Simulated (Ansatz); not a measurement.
System: litharge SnO. Method: rVV10 (PAW; Ansatz, a quantum-chemistry and plane-wave program).

Run with plane-wave cutoff 500 eV, 10×10×8 k mesh (along the axes of the cell as run), Fermi–Dirac smearing 0.05 eV, scalar-relativistic PAW data made under PBE.

Computed at the level's own relaxed cell.

Question: Estimate the volume per atom, lattice constant a and c axis length that the calculation returns.

Answer: 
- volume per atom: 18.71 Å³/atom
- lattice constant a: 3.889 Å
- c axis length: 4.947 Å

Measured, for comparison: lattice constant a 3.801 Å, lattice parameter c 4.835 Å (temperature not stated, not corrected to a static lattice; as tabulated in Electronic properties of the Sn1−xPbxO alloy and band alignment of the SnO/PbO …). Computed (rounded) less measured: lattice constant a +2.3 %, lattice parameter c +2.3 %.

Spin–orbit coupling is not included.

Computed values are for the static lattice.

Cost on a shared machine: roughly 2.3 core-minutes.
